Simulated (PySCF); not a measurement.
HN2, SMILES N#[NH+], charge +1.

Geometry optimised at B3LYP-D3(BJ)/def2-TZVPD. The isomer is the one that the SMILES or the coordinates give; other isomers of the formula were not compared.

Two levels are set side by side: TDDFT-PBE/def2-TZVPD (PySCF) and ADC(3)/aug-cc-pVDZ (PySCF). Vertical, same geometry; the bases differ. Differences are taken from unrounded values.

| quantity | ADC(3) | TDDFT-PBE | TDDFT-PBE minus ADC(3) |
|---|---|---|---|
| lowest singlet excitation (eV) | 9.80 | 9.90 | 0.10 |

Here PBE gives about what the other level gives.

Rough cost on one machine, each run with all the roots and properties that it gave: ADC(3) against TDDFT-PBE about 10 times.
